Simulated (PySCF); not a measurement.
# NH (triplet): field gradients at the nuclei

How much do the quadrupole couplings of NH (triplet) depend on the level of theory? Each job file holds the settings and the coordinates that a driver script hands to the program.

Computed with PySCF 2.14.0, density-fitted response routines (the levels named in each step, unless a step's input says otherwise).

## 1. Starting point

Bond lengths: N1–H2 1.023 Å.

As a file:

```xyz
2

N     0.0000    0.0000    0.0000
H     0.0000    0.0000    1.0229
```

## 2. Geometry, PBE0-D3(BJ)/def2-TZVP

Contents of job.txt:

```
{"job": {"xc": "PBE0", "basis": "def2-TZVP", "d3": "d3bj", "grid": 2, "kind": "geom"}, "charge": 0, "multiplicity": 3}
N      0.000000     0.000000     0.000000
H      0.000000     0.000000     1.022880
```

Log:

```text
step   0  E = -55.17920269  max force = 0.012917
step   1  E = -55.17940271  max force = 0.000865
step   2  E = -55.17940367  max force = 0.000043
optimisation converged
```

Wall time 1 s (1 thread of Intel Xeon 6975P-C (Granite Rapids), shared host).

It ended at:

```xyz
2

N     0.0000    0.0000   -0.0083
H     0.0000    0.0000    1.0312
```

## 3. Field gradients, PBE0/pcJ-2

Contents of job.txt:

```
{"job": {"kind": "efgt", "xc": "PBE0", "basis": "pcJ-2"}, "charge": 0, "multiplicity": 3}
N     -0.000000     0.000000    -0.008348
H      0.000000    -0.000000     1.031228
```

Log:

```text
coarse grid: 1688 points
cycle   1  E = -55.1691888242  dE = -1.977e-01  |g| = 1.521e-01  |ddm| = 6.131e-01
cycle   2  E = -55.1788058872  dE = -9.617e-03  |g| = 8.242e-02  |ddm| = 1.418e-01
cycle   3  E = -55.1812897699  dE = -2.484e-03  |g| = 2.447e-02  |ddm| = 5.786e-02
cycle   4  E = -55.1815943694  dE = -3.046e-04  |g| = 7.077e-03  |ddm| = 2.380e-02
cycle   5  E = -55.1816217232  dE = -2.735e-05  |g| = 9.539e-04  |ddm| = 6.854e-03
cycle   6  E = -55.1816228755  dE = -1.152e-06  |g| = 2.234e-04  |ddm| = 1.303e-03
final grid: 23712 points
cycle   7  E = -55.1816092294  dE = -2.097e-05  |g| = 1.641e-03  |ddm| = 4.839e-03
cycle   8  E = -55.1816094955  dE = -2.661e-07  |g| = 1.339e-03  |ddm| = 1.884e-03
cycle   9  E = -55.1816102746  dE = -7.791e-07  |g| = 1.349e-04  |ddm| = 9.864e-04
cycle  10  E = -55.1816102883  dE = -1.372e-08  |g| = 3.406e-05  |ddm| = 1.586e-04
cycle  11  E = -55.1816102901  dE = -1.770e-09  |g| = 1.103e-05  |ddm| = 7.104e-05
cycle  12  E = -55.1816102903  dE = -1.855e-10  |g| = 1.302e-06  |ddm| = 2.700e-05
converged SCF energy = -55.1816102903

Field-gradient tensors (au): xx yy zz xy xz yz
  0 N     0.32856    0.32856   -0.65711   -0.00000   -0.00000   -0.00000
  1 H    -0.16069   -0.16069    0.32138   -0.00000   -0.00000    0.00000
```

It took 0.5 s on 1 thread of Intel Xeon 6975P-C (Granite Rapids), shared host.

## 4. Field gradients, PBE/def2-TZVPP

Contents of job.txt:

```
{"job": {"kind": "efgt", "xc": "PBE", "basis": "def2-TZVPP"}, "charge": 0, "multiplicity": 3}
N     -0.000000     0.000000    -0.008348
H      0.000000    -0.000000     1.031228
```

Log:

```text
coarse grid: 1688 points
cycle   1  E = -55.1681052773  dE = -1.149e-01  |g| = 1.163e-01  |ddm| = 7.002e-01
cycle   2  E = -55.1746067974  dE = -6.502e-03  |g| = 4.815e-02  |ddm| = 1.602e-01
cycle   3  E = -55.1755267626  dE = -9.200e-04  |g| = 1.930e-02  |ddm| = 4.762e-02
cycle   4  E = -55.1756526387  dE = -1.259e-04  |g| = 1.000e-02  |ddm| = 2.162e-02
cycle   5  E = -55.1757034502  dE = -5.081e-05  |g| = 4.504e-04  |ddm| = 9.780e-03
cycle   6  E = -55.1757036408  dE = -1.907e-07  |g| = 1.248e-04  |ddm| = 5.758e-04
final grid: 23712 points
cycle   7  E = -55.1721059033  dE = -1.149e-05  |g| = 2.339e-03  |ddm| = 9.309e-03
cycle   8  E = -55.1721041576  dE =  1.746e-06  |g| = 3.012e-03  |ddm| = 4.092e-03
cycle   9  E = -55.1721084208  dE = -4.263e-06  |g| = 1.121e-04  |ddm| = 2.477e-03
cycle  10  E = -55.1721084271  dE = -6.302e-09  |g| = 2.782e-05  |ddm| = 1.221e-04
cycle  11  E = -55.1721084277  dE = -5.749e-10  |g| = 5.954e-06  |ddm| = 4.363e-05
converged SCF energy = -55.1721084277

Field-gradient tensors (au): xx yy zz xy xz yz
  0 N     0.33719    0.33719   -0.67438   -0.00000   -0.00000    0.00000
  1 H    -0.16487   -0.16487    0.32975    0.00000   -0.00000   -0.00000
```

Run time: 0.4 s. Hardware: 1 thread of Intel Xeon 6975P-C (Granite Rapids), shared host.

## 5. Field gradients, B3LYP/def2-TZVPP

Contents of job.txt:

```
{"job": {"kind": "efgt", "xc": "B3LYP", "basis": "def2-TZVPP"}, "charge": 0, "multiplicity": 3}
N     -0.000000     0.000000    -0.008348
H      0.000000    -0.000000     1.031228
```

Log:

```text
coarse grid: 1688 points
cycle   1  E = -55.2373232136  dE = -1.755e-01  |g| = 1.336e-01  |ddm| = 7.056e-01
cycle   2  E = -55.2456730150  dE = -8.350e-03  |g| = 7.279e-02  |ddm| = 1.594e-01
cycle   3  E = -55.2476858642  dE = -2.013e-03  |g| = 2.453e-02  |ddm| = 6.202e-02
cycle   4  E = -55.2479810538  dE = -2.952e-04  |g| = 7.038e-03  |ddm| = 2.492e-02
cycle   5  E = -55.2480088699  dE = -2.782e-05  |g| = 7.988e-04  |ddm| = 7.468e-03
cycle   6  E = -55.2480097563  dE = -8.864e-07  |g| = 1.771e-04  |ddm| = 1.365e-03
final grid: 23712 points
cycle   7  E = -55.2457732063  dE = -5.942e-06  |g| = 9.892e-04  |ddm| = 5.979e-03
cycle   8  E = -55.2457732498  dE = -4.352e-08  |g| = 9.403e-04  |ddm| = 1.386e-03
cycle   9  E = -55.2457736456  dE = -3.958e-07  |g| = 6.723e-05  |ddm| = 7.344e-04
cycle  10  E = -55.2457736493  dE = -3.681e-09  |g| = 1.975e-05  |ddm| = 8.673e-05
cycle  11  E = -55.2457736498  dE = -4.743e-10  |g| = 5.770e-06  |ddm| = 3.508e-05
converged SCF energy = -55.2457736498

Field-gradient tensors (au): xx yy zz xy xz yz
  0 N     0.32654    0.32654   -0.65308    0.00000   -0.00000    0.00000
  1 H    -0.16244   -0.16244    0.32488    0.00000   -0.00000    0.00000
```

Wall time 0.3 s (1 thread of Intel Xeon 6975P-C (Granite Rapids), shared host).

## 6. Field gradients, CAM-B3LYP/def2-TZVPP

Contents of job.txt:

```
{"job": {"kind": "efgt", "xc": "CAM-B3LYP", "basis": "def2-TZVPP"}, "charge": 0, "multiplicity": 3}
N     -0.000000     0.000000    -0.008348
H      0.000000    -0.000000     1.031228
```

Log:

```text
coarse grid: 1688 points
cycle   1  E = -55.2091198817  dE = -2.579e-01  |g| = 1.472e-01  |ddm| = 7.068e-01
cycle   2  E = -55.2196546865  dE = -1.053e-02  |g| = 6.875e-02  |ddm| = 1.499e-01
cycle   3  E = -55.2214704588  dE = -1.816e-03  |g| = 1.903e-02  |ddm| = 5.306e-02
cycle   4  E = -55.2216897641  dE = -2.193e-04  |g| = 5.701e-03  |ddm| = 1.733e-02
cycle   5  E = -55.2217153631  dE = -2.560e-05  |g| = 1.180e-03  |ddm| = 7.306e-03
cycle   6  E = -55.2217175370  dE = -2.174e-06  |g| = 2.890e-04  |ddm| = 2.246e-03
final grid: 23712 points
cycle   7  E = -55.2196620230  dE = -5.029e-06  |g| = 7.385e-04  |ddm| = 4.828e-03
cycle   8  E = -55.2196622192  dE = -1.962e-07  |g| = 4.524e-04  |ddm| = 8.536e-04
cycle   9  E = -55.2196623108  dE = -9.167e-08  |g| = 9.512e-05  |ddm| = 3.502e-04
cycle  10  E = -55.2196623218  dE = -1.101e-08  |g| = 2.876e-05  |ddm| = 1.618e-04
cycle  11  E = -55.2196623235  dE = -1.699e-09  |g| = 7.770e-06  |ddm| = 8.175e-05
cycle  12  E = -55.2196623236  dE = -1.083e-10  |g| = 1.029e-06  |ddm| = 2.250e-05
converged SCF energy = -55.2196623236

Field-gradient tensors (au): xx yy zz xy xz yz
  0 N     0.33201    0.33201   -0.66401   -0.00000   -0.00000    0.00000
  1 H    -0.16313   -0.16313    0.32625    0.00000   -0.00000    0.00000
```

Wall time 0.4 s (1 thread of Intel Xeon 6975P-C (Granite Rapids), shared host).

## 7. Field gradients, HF/def2-TZVPP

Contents of job.txt:

```
{"job": {"kind": "efgt", "xc": "HF", "basis": "def2-TZVPP"}, "charge": 0, "multiplicity": 3}
N     -0.000000     0.000000    -0.008348
H      0.000000    -0.000000     1.031228
```

Log:

```text
final grid: 23712 points
cycle   1  E = -54.9454616018  dE = -4.465e-01  |g| = 2.376e-01  |ddm| = 7.050e-01
cycle   2  E = -54.9785710531  dE = -3.311e-02  |g| = 8.862e-02  |ddm| = 2.050e-01
cycle   3  E = -54.9823496542  dE = -3.779e-03  |g| = 2.940e-02  |ddm| = 6.302e-02
cycle   4  E = -54.9833775057  dE = -1.028e-03  |g| = 1.052e-02  |ddm| = 4.017e-02
cycle   5  E = -54.9835356148  dE = -1.581e-04  |g| = 3.822e-03  |ddm| = 1.723e-02
cycle   6  E = -54.9835615494  dE = -2.593e-05  |g| = 1.547e-03  |ddm| = 7.230e-03
cycle   7  E = -54.9835678348  dE = -6.285e-06  |g| = 4.707e-04  |ddm| = 4.874e-03
cycle   8  E = -54.9835684124  dE = -5.775e-07  |g| = 8.904e-05  |ddm| = 1.836e-03
cycle   9  E = -54.9835684235  dE = -1.114e-08  |g| = 2.155e-05  |ddm| = 1.688e-04
cycle  10  E = -54.9835684241  dE = -5.958e-10  |g| = 3.403e-06  |ddm| = 5.499e-05
converged SCF energy = -54.9835684241

Field-gradient tensors (au): xx yy zz xy xz yz
  0 N     0.26576    0.26576   -0.53152   -0.00000   -0.00000    0.00000
  1 H    -0.16494   -0.16494    0.32988    0.00000   -0.00000    0.00000
```

Wall time 0.1 s (1 thread of Intel Xeon 6975P-C (Granite Rapids), shared host).

## 8. The levels side by side

Largest principal value Vzz, in atomic units:

| atom | PBE0/pcJ-2 | PBE/def2-TZVPP | B3LYP/def2-TZVPP | CAM-B3LYP/def2-TZVPP | HF/def2-TZVPP |
| --- | --- | --- | --- | --- | --- |
| N1 | -0.6571 | -0.6744 | -0.6531 | -0.6640 | -0.5315 |
| H2 | 0.3214 | 0.3297 | 0.3249 | 0.3263 | 0.3299 |
| CPU time | 0.5 s | 0.4 s | 0.3 s | 0.4 s | 0.1 s |

Couplings eQVzz/h in MHz (234.9647 × Q in barn × Vzz), with Q = 0.02044 (14N), 0.00285783 (2H):

| nucleus | PBE0/pcJ-2 | PBE/def2-TZVPP | B3LYP/def2-TZVPP | CAM-B3LYP/def2-TZVPP | HF/def2-TZVPP |
| --- | --- | --- | --- | --- | --- |
| 14N (atom 1) | -3.156 | -3.239 | -3.137 | -3.189 | -2.553 |
| 2H (atom 2) | 0.216 | 0.221 | 0.218 | 0.219 | 0.222 |

## 9. Summary of results

| quantity | value |
| --- | --- |
| coupling of 14N (atom 1), PBE0/pcJ-2 | -3.156 MHz |
| coupling of 2H (atom 2), PBE0/pcJ-2 | 0.216 MHz |

The largest coupling, that of 14N, runs from -3.239 (PBE/def2-TZVPP) to -2.553 MHz (HF/def2-TZVPP). The gradients are non-relativistic, at the equilibrium geometry and in principal axes; measured couplings hold vibrational averaging and refer to the inertial axes. The def2 sets are stiff near the nuclei, which limits their accuracy.
